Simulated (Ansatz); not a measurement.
## Structure optimisation: nickel, fcc

The calculation used DFT, PBE, plane waves (420 eV) with PAW, scalar-relativistic (Ansatz).

k-point mesh 15×15×15, Fermi-Dirac smearing 0.05 eV, starting moments 0.80 μB. Cell and atoms relax.

Starting structure:

```yaml
crystal:
  lattice:
    - [0.0, 1.76194, 1.76194]
    - [1.76194, 0.0, 1.76194]
    - [1.76194, 1.76194, 0.0]
  atoms:
    - { symbol: Ni, position: [0.0, 0.0, 0.0], spin: 0.8 }
hamiltonian:
  xc: pbe
  pseudopotentials:
    kind: paw
    azcp:
      Ni: "pseudopotentials/Ni.paw.azcp"
basis:
  ecutwfc: 420
  fft_grid_basis: typed
kpoints:
  mp_grid: { grid: [15, 15, 15], shift: [0, 0, 0] }
magnetization:
  spin_polarized: true
scf:
  occupations: { method: fermi_dirac, width: 0.05 }
relax:
  max_steps: 60
  f_tol: 0.01
  cell: {}
```

Q: What cell does the relaxation end in?

A: Fm-3m (spin ignored) with a = 3.519 Å; 10.90 Å³ per atom against 10.94 at the start (-0.4 %).

Q: How much energy does the relaxation gain?

A: 0.1 meV per atom.

Path of the relaxation (the plane waves are chosen anew near the end, which can shift the energy a little):

| step | E − E(final) (meV/atom) | V (Å³/atom) | P (GPa) | max force (eV/Å) |
| --- | --- | --- | --- | --- |
| 0 | 0.10 | 10.940 | -0.75 | 0.000 |
| 1 | 0.01 | 10.919 | -0.38 | 0.000 |
| 2 | -0.02 | 10.898 | 0.00 | 0.000 |
| 3 | 0.00 | 10.898 | 0.01 | 0.000 |

Q: Which magnetic state does it end in?

A: ferromagnetic, net 0.66 μB per atom; moments 0.70 μB.
